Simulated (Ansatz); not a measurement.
Input file:

```yaml
crystal:
  periodic: [false, false, false]
  atoms:
    - {symbol: O, position_ang: [-1.199219, -0.029147, 0.000000]}
    - {symbol: H, position_ang: [-1.448529, 0.897428, 0.000000]}
    - {symbol: H, position_ang: [-0.158219, -0.029147, 0.000000]}
    - {symbol: C, position_ang: [1.423781, -0.029147, 0.000000]}
    - {symbol: H, position_ang: [1.838249, -0.029147, 0.996161]}
    - {symbol: H, position_ang: [1.838249, -0.029147, -0.996161]}
basis:
  gaussian: {orbitals: cc-pVDZ}
magnetization: {spin_polarized: false, initial_magnetization: 2}
correlation: {method: ccsdt_q, electrons: outside_noble_gas}
```

```sh
$ ansatz run in.yaml --threads 1 --pin off --events-out ev --progress --plain --max-ram 2393MiB
```

Task: Roughly how long does this take on 1 thread of Intel Xeon Platinum 8175M, shared host, and how much host memory?

Result: 84 s wall and 0.92 GiB.

```
847 factors; integrals over basis functions are off by at most 2.3e-7 eV
mean field evaluation 1: about -3124.8611 eV, gradient 3.1e1 eV
mean field evaluation 2: about -3124.8614 eV, gradient 3.1e1 eV
mean field evaluation 4: about -3127.1959 eV, gradient 3.2e0 eV
mean field evaluation 8: about -3127.2678 eV, gradient 4.8e-4 eV
mean field evaluation 16: about -3127.2667 eV, gradient 2.3e-1 eV
mean field evaluation 32: about -3123.7794 eV, gradient 6.2e-4 eV
mean field -3127.26779205 eV, -114.9249716198 hartree, gradient 2.0e-6 eV, S^2 2.000000; 1 other end points of the search recorded, 0 dependent functions left out
determinant -3127.26779205 eV, -114.9249716198 hartree, with singles and doubles -3136.56146136 eV, -115.2665076673 hartree
determinant -3123.77942790 eV, -114.7967766014 hartree, with singles and doubles -3132.86478966 eV, -115.1306574879 hartree
2 core orbitals not correlated: weight in the atoms' cores, before any rotation towards them, 1.000 or more for the frozen orbitals, at most 0.000 for the correlated occupied ones
reference -3127.26779205 eV, -114.9249716198 hartree; 8, 6 occupied and 38, 40 virtual orbitals, 847 factors
second order -8.38413318 eV of doubles, -0.10197857 eV of singles
cycle   1  -8.99466719 eV  change   -5.1e-1 eV  update   6.8e-2
cycle   2  -9.35363312 eV  change   -3.6e-1 eV  update   2.7e-2
cycle   3  -9.48600680 eV  change   -1.3e-1 eV  update   1.8e-2
cycle   4  -9.47485854 eV  change    1.1e-2 eV  update   7.4e-3
cycle   5  -9.47432960 eV  change    5.3e-4 eV  update   4.8e-3
cycle   6  -9.47736652 eV  change   -3.0e-3 eV  update   1.9e-3
cycle   7  -9.47783650 eV  change   -4.7e-4 eV  update   9.3e-4
cycle   8  -9.47792057 eV  change   -8.4e-5 eV  update   4.1e-4
cycle   9  -9.47799036 eV  change   -7.0e-5 eV  update   2.0e-4
cycle  10  -9.47797085 eV  change    2.0e-5 eV  update   8.5e-5
cycle  11  -9.47790788 eV  change    6.3e-5 eV  update   4.3e-5
cycle  12  -9.47792980 eV  change   -2.2e-5 eV  update   2.1e-5
cycle  13  -9.47793649 eV  change   -6.7e-6 eV  update   9.5e-6
cycle  14  -9.47794499 eV  change   -8.5e-6 eV  update   5.1e-6
cycle  15  -9.47794958 eV  change   -4.6e-6 eV  update   2.4e-6
cycle  16  -9.47795009 eV  change   -5.1e-7 eV  update   1.2e-6
perturbative correction -0.01777352 eV, -0.0006531648 hartree
Total energy: -3136.76351566 eV, -115.2739330259 hartree
```

For the same geometry and basis UCCSDT(Q) lies 1.2 meV lower.
